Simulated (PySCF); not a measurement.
CH₂O, SMILES `C=O`, neutral singlet in the gas phase. 

Z-matrix (Å, degrees):
```
C
O 1 1.1994
H 1 1.1113 2 122.07
H 1 1.1113 3 115.86 2 180.00
```
Charge 0, multiplicity 1.

All levels are single points at this geometry (r2SCAN-D4/def2-TZVP); Pople sets use spherical d functions. Orbital energies aren't observables, and empty levels follow the basis.

```csv
level,HOMO (eV),LUMO (eV),gap (eV),dipole (D),"vertical IE, Delta-SCF (eV)"
r2SCAN-D4/def2-TZVP in PySCF,-6.51,-2.26,4.25,2.25,10.66
B3LYP/3-21G in PySCF,-7.03,-0.87,6.16,2.01,–
B3LYP/6-311+G** in PySCF,-7.66,-1.73,5.93,2.46,–
M06-2X/6-31G* in PySCF,-9.20,0.41,9.61,2.26,–
SVWN5/6-31G* in PySCF,-5.90,-2.33,3.57,2.02,10.73
HF/3-21G in PySCF,-11.69,4.06,15.75,2.61,–
```
